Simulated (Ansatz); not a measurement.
**AlB⁻, quartet: reading a ladder of total energies**

Geometry: that of the AlB⁻, doublet, kept fixed.

```xyz
2

B     0.0000    0.0000    0.0000
Al    0.0000    0.0000    2.0763
```

Basis aug-cc-pVTZ; Ansatz 0.2.0. Correlated methods freeze the noble-gas cores, which leaves 7 electrons in 90 orbitals. R marks a restricted (for open shells ROHF) determinant, U an unrestricted one.

Full CI isn't at hand for all of this; UCCSDT(Q) serves as the reference, and is uncertain by the last step of the cluster series or more.

UCCSD has a T1 diagnostic of 0.052 and a largest doubles amplitude of 0.05.

Runs differ by some tens of microhartree through their thresholds and, for an open shell, their frozen cores, so steps under 0.03 kcal/mol mean nothing.

```csv
level,total energy (hartree)
UHF,-266.493848
UMP2,-266.620770
UCCSD,-266.647271
UCCSD(T),-266.658122
UCCSDT,-266.660278
UCCSDT(Q),-266.661299
```

Q: What is the correlation energy at UCCSDT(Q), and what share of it do UMP2 and UCCSD(T) recover?

A: E(corr) = -266.661299 − (-266.493848) = -0.167451 hartree = -4.557 eV. UMP2: -0.126922 / -0.167451 = 75.80 %. UCCSD(T): -0.164274 / -0.167451 = 98.10 %.

Q: By how many kcal/mol does UCCSD(T) miss UCCSDT(Q) (1 hartree = 627.509 kcal/mol), and which steps make up the rest?

A: -266.658122 − (-266.661299) = 0.003177 hartree = 1.99 kcal/mol. Steps: UCCSDT − UCCSD(T) = -1.35, UCCSDT(Q) − UCCSDT = -0.64 kcal/mol. Differences between like states or geometries often cancel part of this.
